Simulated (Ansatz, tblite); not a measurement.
Spin states of the cluster Al2H4⁻, each relaxed with r2SCAN-D4/def2-TZVPD in Ansatz. Electronic energies in the gas phase.

The xTB rows come from tblite. LC-ωPBE has ω = 0.4 bohr⁻¹. Correlated methods freeze 10 core orbitals. The structure comes from a short search, and lower isomers may exist.

Doublet geometry (D2h within 0.1 Å):

```xyz
6

Al    0.6989   -0.9665    0.3570
Al   -0.6990    0.9663   -0.3576
H    -1.6627    0.9832   -1.6691
H     0.7852   -2.3937   -0.4201
H     1.6609   -0.9826    1.6699
H    -0.7834    2.3934    0.4198
```

Quartet geometry (C2h within 0.1 Å):

Cartesian coordinates in Å:
```
Al -0.907 -0.413 -1.077
Al 0.909 0.417 1.081
H -0.232 1.039 2.051
H -1.486 1.063 -1.416
H 0.226 -1.046 -2.050
H 1.491 -1.060 1.412
```

⟨S²⟩: doublet 0.76 at PBE0-D4/def2-TZVPD (pure 0.75), quartet 3.75 at PBE0-D4/def2-TZVPD (pure 3.75).

Only these spin states were relaxed. The quartet has other bonds than the doublet, so the gap mixes isomer and spin.

(1) Estimate which spin state lies lowest at each of these levels, and by how much: GFN1-xTB; GFN2-xTB; HF/def2-TZVPD; HF/def2-TZVPPD; LDA (SPW92)/def2-TZVPD; PBE-D4/def2-TZVPD; revPBE-D4/def2-TZVPD; r2SCAN-D4/def2-TZVPD; PBE0-D4/def2-TZVPD; BHLYP-D4/def2-TZVPD; LC-ωPBE/def2-TZVPD; B2PLYP/def2-TZVPD; RPA@PBE/def2-TZVPD; MP2/def2-TZVPD; MP2/def2-TZVPPD; CCSD/def2-TZVPPD; CCSD(T)/def2-TZVPPD.

Answers

(1) 
```json
{"level": "GFN1-xTB", "quartet − doublet (kcal/mol)": "77.3", "lowest of these": "doublet", "remarks": "–"}
{"level": "GFN2-xTB", "quartet − doublet (kcal/mol)": "64.7", "lowest of these": "doublet", "remarks": "–"}
{"level": "HF/def2-TZVPD", "quartet − doublet (kcal/mol)": "33.4", "lowest of these": "doublet", "remarks": "–"}
{"level": "HF/def2-TZVPPD", "quartet − doublet (kcal/mol)": "33.3", "lowest of these": "doublet", "remarks": "–"}
{"level": "LDA (SPW92)/def2-TZVPD", "quartet − doublet (kcal/mol)": "51.6", "lowest of these": "doublet", "remarks": "HOMO above zero (doublet), HOMO above zero (quartet)"}
{"level": "PBE-D4/def2-TZVPD", "quartet − doublet (kcal/mol)": "47.0", "lowest of these": "doublet", "remarks": "HOMO above zero (doublet), HOMO above zero (quartet)"}
{"level": "revPBE-D4/def2-TZVPD", "quartet − doublet (kcal/mol)": "45.3", "lowest of these": "doublet", "remarks": "HOMO above zero (doublet), HOMO above zero (quartet)"}
{"level": "r2SCAN-D4/def2-TZVPD", "quartet − doublet (kcal/mol)": "44.7", "lowest of these": "doublet", "remarks": "HOMO above zero (doublet), HOMO above zero (quartet)"}
{"level": "PBE0-D4/def2-TZVPD", "quartet − doublet (kcal/mol)": "47.4", "lowest of these": "doublet", "remarks": "HOMO above zero (doublet), HOMO above zero (quartet)"}
{"level": "BHLYP-D4/def2-TZVPD", "quartet − doublet (kcal/mol)": "51.0", "lowest of these": "doublet", "remarks": "–"}
{"level": "LC-ωPBE/def2-TZVPD", "quartet − doublet (kcal/mol)": "47.0", "lowest of these": "doublet", "remarks": "–"}
{"level": "B2PLYP/def2-TZVPD", "quartet − doublet (kcal/mol)": "51.1", "lowest of these": "doublet", "remarks": "–"}
{"level": "RPA@PBE/def2-TZVPD", "quartet − doublet (kcal/mol)": "48.8", "lowest of these": "doublet", "remarks": "–"}
{"level": "MP2/def2-TZVPD", "quartet − doublet (kcal/mol)": "47.7", "lowest of these": "doublet", "remarks": "–"}
{"level": "MP2/def2-TZVPPD", "quartet − doublet (kcal/mol)": "48.1", "lowest of these": "doublet", "remarks": "–"}
{"level": "CCSD/def2-TZVPPD", "quartet − doublet (kcal/mol)": "49.1", "lowest of these": "doublet", "remarks": "–"}
{"level": "CCSD(T)/def2-TZVPPD", "quartet − doublet (kcal/mol)": "50.0", "lowest of these": "doublet", "remarks": "–"}
```

Change of the quartet − doublet gap on mixing in exact exchange, in kcal/mol: PBE to PBE0 (25 % exact exchange) 0.4. The xTB methods have no term that favours high spin, so they put low spin too low.
